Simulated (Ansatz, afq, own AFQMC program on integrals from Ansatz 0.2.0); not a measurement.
**AlBH₃, doublet: AFQMC among the cluster methods**

```yaml
atoms:
  - { symbol: B, position_ang: [0.0000, 0.0000, 1.0835] }
  - { symbol: Al, position_ang: [0.0000, 0.0000, -0.4815] }
  - { symbol: H, position_ang: [0.0000, 1.0440, 1.6689] }
  - { symbol: H, position_ang: [0.0000, -1.0440, 1.6689] }
  - { symbol: H, position_ang: [0.0000, 0.0000, -2.0681] }
```

Connectivity, by distances: BH2–AlH.

Basis cc-pVDZ. Noble-gas cores (and the filled d shells of Ga–Kr and In–Xe) are frozen. AFQMC by an in-house program on the Cholesky factors that Ansatz 0.2.0 writes for its CCSD(T) run. The CISD trial takes its coefficients from CCSD amplitudes. Released means that phaseless walkers are propagated on without the constraint, phases kept. Free projection: walkers drawn from exp(T), propagated without any constraint. Its projection time is finite, and what remains of the start isn't in its error. ± is one standard error of the sampling.

Determinant: UHF, the one that the program's search chose, which needn't be the lowest solution. The geometry is a point of a scan.

No full CI on the walks' own integrals is used here; CCSDT(Q) serves as the reference and is uncertain by about the last step of the cluster series.

```
T1 diagnostic                               : 0.0144
weight of the determinant in the CISD state : 0.897
⟨S²⟩ of the determinant                     : 0.759
size of the correlated space                : 9 electrons in 41 orbitals
```

Reference: CCSDT(Q), correlation energy -4.985 eV. The released energy is read at 2.40 1/Eh (meV from the phaseless value at times in 1/Eh: -12 ± 9 at 0.24, -11 ± 8 at 0.51, -1 ± 9 at 0.99, -11 ± 11 at 1.62, -11 ± 10 at 2.40).

```csv
level,E − E(reference) (meV),share of correlation (%)
HF,4985.2,0.00
MP2,1051.8,78.90
CCSD,160.9,96.77
CCSD(T),33.9,99.32
CCSDT,6.8,99.86
ph-AFQMC/CISD,10.2 ± 8.1,99.80
released AFQMC,-1.0 ± 10.4,100.02
free AFQMC,2.3 ± 13.0,99.95
```

Free projections are given only where their last times agree within the noise and don't stop above the reference; a slow remainder of the start can still hide under it. A walk keeps the symmetry of its determinant, which the program's search chose and which needn't be the lowest solution, so a lower state of the same spin and another symmetry isn't excluded. Released energies are given only where the last usable release times agree within the noise; a slower fall can still hide under it.
